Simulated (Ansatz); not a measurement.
CH2O3, SMILES `O=C(O)O`. Charge 0, multiplicity 1.

```xyz
6

O     1.151   -0.421   -0.483
C     0.103   -0.037   -0.043
O    -1.004   -0.769    0.069
O    -0.144    1.188    0.413
H    -0.784   -1.645   -0.271
H     0.678    1.683    0.315
```

(1) Give the diagnostics of a CCSD(T)/def2-TZVPP run (frozen core, Ansatz). (Estimate.)

## Answers

(1) The calculation gave: T1 = 0.0143, largest single amplitude 0.049, largest double 0.061, (T) share of the correlation energy 3.8 %, 9 CCSD cycles. The RHF solution is stable towards an unrestricted one. T1 lies under the customary mark of 0.02 for closed shells.
